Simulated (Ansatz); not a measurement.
Ideal-gas functions of AlClO (`[O]=[Al][Cl]`) at 400 K and 1 bar, from an Ansatz frequency run at PBE0-D4/def2-TZVP.

Molar mass 78.43 g/mol, point group C∞v (symmetry number 1), electronic degeneracy 1, moments of inertia 162.014 u Å². Harmonic wavenumbers (cm⁻¹, unscaled): 180, 180, 493, 1137.

Use S(trans) = R[1.5 ln M + 2.5 ln T − 1.1517]; rotational temperatures θ = 24.2544 K / I; S(rot) = R[ln(T/σθ) + 1]; for each mode x = 1.438777 ν̃/T, S = R[x/(eˣ − 1) − ln(1 − e⁻ˣ)] and H = RT x/(eˣ − 1); 1 cm⁻¹ = 0.0119627 kJ/mol; R = 8.31446 J/(mol·K).

Q: By hand: the entropy, in J/(mol·K).

A: Translation 169.4. Rotation: θ = 0.1497 K, giving 73.9. Vibration, mode by mode: 12.07, 12.07, 4.56, 0.72, in all 29.4. Electronic 0.0. Sum 272.7 J/(mol·K).

Q: By hand: H − E and G − E in kJ/mol, counted from the electronic energy.

A: Zero-point energy ½ × 1990 × 0.0119627 = 11.9; thermal vibration 6.2; translation, rotation and pV give 3.5 RT = 11.6. H − E = 29.7 kJ/mol, and G − E = 29.7 − 400 × 272.7/1000 = -79.4 kJ/mol.

Vibration gives 11 % of the entropy.
